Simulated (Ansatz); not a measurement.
Reaction (isomerisation): `CC1=NC=C1` → `C=C1CC1=N`

Program: Ansatz. Geometries: PBE0-D4/def2-TZVP. ΔE: electronic, gas phase. CCSD(T)/CBS adds triple-zeta CCSD(T) − MP2 to the extrapolated MP2 energy (def2 sets, frozen cores). Functionals use def2-TZVPP. Each species was taken in one conformer, which may not be the lowest.

```json
{"species": "`CC1=NC=C1`", "CAM-B3LYP energy (Eh)": "-210.01676"}
{"species": "`C=C1CC1=N`", "CAM-B3LYP energy (Eh)": "-210.04110"}
```

Question: Work out ΔE.

Answer: ΔE = (-210.04110) − (-210.01676) = -0.02434 Eh = -0.66 eV. CCSD(T)/CBS gives -0.44 eV.

Largest T1 diagnostic among the species: 0.019.

From PBE to PBE0 (25 % exact exchange), in def2-TZVPP and without D4, ΔE moves by +0.04 eV. In def2-TZVPP, CCSD(T) changes the Hartree–Fock value by +0.17 eV (the triples alone add +0.04 eV) and MP2 by +0.08 eV.
